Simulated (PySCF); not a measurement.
Molecule: `C=CC=C=O`, C₄H₄O.

Cartesian coordinates in Å; atom numbers follow the order of the lines, from 1:
```xyz
9

C    -1.618    0.097   -0.172
C    -0.322    0.297   -0.385
C     0.725   -0.312    0.413
C     1.996   -0.125    0.213
O     3.132    0.042    0.036
H    -2.365    0.566   -0.786
H    -1.973   -0.542    0.619
H     0.010    0.942   -1.186
H     0.428   -0.961    1.223
```

Frames of a GFN2-xTB Langevin trajectory at 600 K; GIAO PBE0/pcSseg-1 shieldings in PySCF 2.14.0 with density-fitted response routines, gas phase, non-relativistic; equivalent atoms averaged within each frame.

Referencing at the same level of theory: TMS for 13C (186.93 ppm) and 1H (31.72 ppm); H2O for 17O (336.08 ppm). The references are static minima.

Question: How do the shifts (ppm) fluctuate along the trajectory?

Answer: 
| time (fs) | C4 | C2 | C1 | C3 | O5 | H8 | H6 | H9 | H7 |
| --- | --- | --- | --- | --- | --- | --- | --- | --- | --- |
| 250 | 222.7 | 130.2 | 108.2 | 40.0 | 448.7 | 6.64 | 5.48 | 4.59 | 4.28 |
| 425 | 217.2 | 137.6 | 114.6 | 34.4 | 432.5 | 5.53 | 5.35 | 3.45 | 4.26 |
| 625 | 228.4 | 133.2 | 126.7 | 36.3 | 472.1 | 6.20 | 5.18 | 5.07 | 6.04 |
| 800 | 210.8 | 153.8 | 127.5 | 48.2 | 419.6 | 6.07 | 5.92 | 5.85 | 6.50 |
| 1000 | 197.0 | 122.8 | 114.2 | 31.3 | 387.9 | 5.90 | 5.01 | 5.71 | 5.83 |
| mean of frames | 215.2 | 135.5 | 118.2 | 38.0 | 432.2 | 6.07 | 5.38 | 4.93 | 5.38 |
| standard deviation | 12.1 | 11.5 | 8.5 | 6.5 | 31.6 | 0.41 | 0.35 | 0.97 | 1.05 |

5 frames give an uncertainty of the mean of about the standard deviation over 2.2 at best, since frames this close in time may not be independent; classical motion lacks zero-point vibration, and the reference would need the same averaging.
